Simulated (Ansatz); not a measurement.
# SiH₂S: ionisation energy by level of theory

An exercise on one series of results from a longer session: the logs are not shown, and one member is left open.

Computed with Ansatz 0.2.0, Gaussian basis. Level: unrestricted cation, the program's frozen cores in correlated methods.

The runs, in order: UKS PBE-D4/def2-TZVPP; UKS r2SCAN-D4/def2-TZVPP; UKS PBE0-D4/def2-TZVPP; UKS B3LYP-D4/def2-TZVPP; UKS wB97X-V/def2-TZVPP; UKS wB97M-V/def2-TZVPP; UKS B2PLYP/def2-TZVPP; UHF-CCSD(T)/def2-TZVPP; UHF-MP2/def2-QZVPP; extrapolation to the limit; then −ε(HOMO) from the neutral's earlier runs with LDA (SPW92), PBE-D4, revPBE-D4, BLYP-D4, r2SCAN-D4, B97M-V, PBE0-D4, B3LYP-D4, r2SCANh-D4, r2SCAN0-D4, HSE06-D4, BHLYP-D4, CAM-B3LYP-D4, LC-ωPBE, ωB97X-V, ωB97M-V.

1 further run of the same task is left out (it didn't finish).

### The geometry

All runs share one geometry, relaxed beforehand with PBE0-D4 in a triple-zeta def2 set.

SMILES `[SiH]S`, 4 atoms, charge 0, spin multiplicity 1.

Atoms are counted from 1 here; the program's logs count them from 0.

Bond lengths: Si1–S2 2.115 Å, Si1–H3 1.525 Å, S2–H4 1.346 Å. Angles: S2–Si1–H3 89.3°, Si1–S2–H4 97.5°.

As a file:

```csv
atom,x (Å),y (Å),z (Å)
Si1,-0.2628,-1.0744,0.1611
S2,0.1905,0.9588,-0.2066
H3,1.0175,-1.1908,0.9814
H4,-0.8897,1.2460,-0.9562
```

Set-up of the first run:

in.yaml reads:

```yaml
crystal:
  periodic: [false, false, false]
  atoms:
    - {symbol: Si, position_ang: [-0.262757, -1.074443, 0.161085]}
    - {symbol: S, position_ang: [0.190500, 0.958847, -0.206590]}
    - {symbol: H, position_ang: [1.017471, -1.190823, 0.981388]}
    - {symbol: H, position_ang: [-0.889714, 1.246019, -0.956184]}
basis:
  gaussian: {orbitals: def2-TZVPP}
total_charge: 1
magnetization: {spin_polarized: true, initial_magnetization: 1}
hamiltonian: {xc: pbe, dispersion: d4}
```

Steps of the session up to this table: Cation, UKS PBE-D4/def2-TZVPP; Cation, UKS r2SCAN-D4/def2-TZVPP; Cation, UKS PBE0-D4/def2-TZVPP; Cation, UKS B3LYP-D4/def2-TZVPP; Cation, UKS wB97X-V/def2-TZVPP; Cation, UKS wB97M-V/def2-TZVPP; Cation, UKS B2PLYP (frozen core)/def2-TZVPP; Cation, UHF-CCSD(T)/def2-TZVPP; Cation, UHF-MP2/def2-QZVPP.

One of the session's tables, all rows but one given; the rest of the session is left out.

It belongs to the step «Ionisation energies side by side». For comparison, −ε(HOMO) of the neutral from earlier runs:

| functional | −ε(HOMO) (eV) |
| --- | --- |
| LDA (SPW92) | 5.88 |
| PBE-D4 | 5.82 |
| revPBE-D4 | 5.79 |
| BLYP-D4 | 5.69 |
| r2SCAN-D4 | 6.03 |
| B97M-V | 6.10 |
| PBE0-D4 | 6.88 |
| B3LYP-D4 | 6.69 |
| r2SCANh-D4 | 6.42 |
| r2SCAN0-D4 | 7.00 |
| HSE06-D4 | 6.48 |
| BHLYP-D4 | 7.82 |
| CAM-B3LYP-D4 | 8.13 |
| LC-ωPBE | ? |
| ωB97X-V | 9.11 |
| ωB97M-V | 8.92 |

Estimate the missing values for LC-ωPBE.

As computed: −ε(HOMO) (eV): 9.44. In the column «−ε(HOMO) (eV)» it is the highest.
